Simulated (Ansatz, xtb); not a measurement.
A geometry optimisation of C3H4F3+ with r2SCAN-D4/def2-SVP

The starting geometry of this gas-phase singlet was built from a drawn formula by distance geometry and a force field; its bonds are those of `[CH2+]C(F)(F)CF`.

```xyz
10

C    -1.2048    1.2043    0.0366
C     0.2104    0.5615    0.0206
C     1.1944    1.3170    0.8137
F     0.1037   -0.7108    0.5728
F     0.6369    0.3774   -1.2100
F     0.8168    1.5981    2.0995
H    -1.7218    1.1748   -0.9375
H    -1.6459    1.4275    0.9288
H     2.1916    0.7993    0.8468
H     1.4317    2.3169    0.3214
```

Predict what it relaxes into with r2SCAN-D4/def2-SVP.

It rearranges to `FC[C+](F)CF`. Contacts that open: C2–F4 (1.39 → 2.36 Å). Contacts that close: C1–F4 (2.38 → 1.33 Å).

The energy falls by 2.01 eV over 29 steps:

```
step  E − E(last) (eV)
   1             2.008
   4             1.454
   7             1.139
  10             0.507
  13             0.246
  17             0.192
  20             0.061
  23             0.011
  26             0.000
  29             0.000
```

Final geometry (Å):

```xyz
10

C    -1.0760    0.6574    0.1729
C     0.2847    1.1327   -0.0951
C     1.4240    1.2732    0.8167
F    -1.3036    0.3024    1.4373
F     0.5111    1.4752   -1.3015
F     1.1779    0.9119    2.0759
H    -1.2631   -0.1812   -0.5439
H    -1.7660    1.4682   -0.1714
H     2.2637    0.6887    0.3636
H     1.7603    2.3375    0.7383
```

From the same start GFN2-xTB ends elsewhere, at `FCC[C+](F)F`.

No frequencies were run, so the end isn't proven a minimum. Run with Ansatz 0.2.0, 67 s on 2 threads of Intel(R) Xeon(R) Platinum 8488C (Sapphire Rapids), with other jobs on the host.
